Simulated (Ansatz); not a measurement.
# In2O (fluorite type): a relaxation

The task is a relaxation on In2O (fluorite type). The structure is shown as the input types it.

Computed with Ansatz 0.2.0 (DFT, PBE, PAW with Ansatz's default frozen-core files, scalar-relativistic, unless a step's input says otherwise).

1 further run of the same task is left out (it didn't finish).

## Step 1: Starting point

It takes space group Fm-3m (No. 225, cubic). Conventional cell: a = 5.893 Å, b = 5.893 Å, c = 5.893 Å, α = 90.00°, β = 90.00°, γ = 90.00°. O (site symmetry m-3m) is surrounded by 8 In at 2.55 Å. In (site symmetry -43m) is surrounded by 4 O at 2.55 Å.

Structure file:

```
CELL_PARAMETERS angstrom
0.00000 2.94660 2.94660
2.94660 0.00000 2.94660
2.94660 2.94660 0.00000
ATOMIC_POSITIONS crystal
O 0.00000 0.00000 0.00000
In 0.25000 0.25000 0.25000
In 0.75000 0.75000 0.75000
```

## Step 2: Input and run

Input file input.yaml:

```yaml
crystal:
  lattice:
    - [0.0, 2.9465980037, 2.9465980037]
    - [2.9465980037, 0.0, 2.9465980037]
    - [2.9465980037, 2.9465980037, 0.0]
  atoms:
    - { symbol: O, position: [0.0, 0.0, 0.0] }
    - { symbol: In, position: [0.25, 0.25, 0.25] }
    - { symbol: In, position: [0.75, 0.75, 0.75] }
kpoints:
  mp_grid: { grid: [10, 10, 10] }
scf:
  occupations: { method: methfessel_paxton, width: 2.0 }
  max_iter: 50
hamiltonian:
  xc: pbe
  pseudopotentials: { kind: paw }
output:
  forces: true
  stress: true
relax:
  f_tol: 0.005
  max_steps: 80
  cell: {}
```

Launch:

```bash
$ ansatz run input.yaml --threads 1 --pin off --max-ram 4096MiB --backend cpu --events-out ev --progress --plain --runs-dir out
```

**Question.** How will this run end, and is anything wrong with its input?

The program finished normally. That alone doesn't make the input a sound one.

The suspect setting: scf.occupations.method is methfessel_paxton; scf.occupations.width is 2.0. The width is far wider than usual, so occupations near the Fermi level are blurred and the entropy term grows.

Run again and compare: set scf.occupations.method to fermi_dirac and scf.occupations.width to 0.03.
